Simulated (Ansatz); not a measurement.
# Li₂− (quartet): from Hartree-Fock to the top rungs at distance Li1–Li2 = 6.033 Å, aug-cc-pVTZ

Aim: climb from Hartree-Fock through coupled cluster for Li₂− (quartet) at one geometry and basis, and see what each rung misses.

The runs use Ansatz 0.2.0, Gaussian basis; aug-cc-pVTZ, core rule «outside noble gas», up to 2 orbitals frozen.

Plan: UHF; CCSD(T) on ROHF; CCSD(T) on UHF; BCCD(T) on ROHF; CCSDT on ROHF; CCSDT on UHF; Full CI.

32 further runs of the same task are left out: 17 for a known fault of the program, 11 that didn't finish, 4 set aside as unsound or not needed.

## 1. The geometry

The geometry derives from a PBE0/def2-TZVPD stationary point (not a proven minimum). One bond is set to the value named and the two fragments are kept rigid.

2 atoms, charge -1, spin multiplicity 4.

Atoms are counted from 1 here; the program's logs count them from 0.

No contacts short enough for the rule that draws bonds.

## 2. UHF

in.yaml

```yaml
crystal:
  periodic: [false, false, false]
  atoms:
    - {symbol: Li, position_ang: [0.000000, 0.000000, 0.000000]}
    - {symbol: Li, position_ang: [0.000000, 0.000000, 6.033000]}
basis:
  gaussian: {orbitals: aug-cc-pVTZ}
total_charge: -1
magnetization: {spin_polarized: true, initial_magnetization: 3}
hamiltonian: {xc: hf}
output: {orbitals: {seedname: orbitals}}
```

The run is started by

```sh
> ansatz run in.yaml --threads 1 --pin off --events-out ev --progress --plain --max-ram 2393MiB
```

Further steps of the session: CCSD(T) on ROHF; CCSD(T) on UHF; BCCD(T) on ROHF; CCSDT on ROHF; CCSDT on UHF; Full CI.

Before running them: what should the planned runs give, taken together? Wanted: FCI below the RHF energy; RMP2 from FCI; UMP2 from FCI; RCCSD from FCI; RCCSD(T) from FCI; UCCSD(T) from FCI; T1 diagnostic; effectively unpaired electrons.

**Answer**, as computed:

| quantity | value |
| --- | --- |
| FCI below the RHF energy | -0.2152 eV |
| RMP2 from FCI | +117.5 meV |
| UMP2 from FCI | +116.9 meV |
| RCCSD from FCI | +3.5 meV |
| RCCSD(T) from FCI | +1.7 meV |
| UCCSD(T) from FCI | +1.1 meV |
| levels within 1 kcal/mol (43 meV) | RCCSD, UCCSD, RCCSD(T), UCCSD(T), BCCD(T), RCCSDT, UCCSDT |
| T1 diagnostic | 0.040 |
| effectively unpaired electrons | 3.00 |

RCCSD(T) misses by +1.7 meV, 0.8 % of the correlation energy. One determinant dominates. These misses are within one basis, not against nature; the frozen cores of restricted and unrestricted runs differ, which can shift their rows.
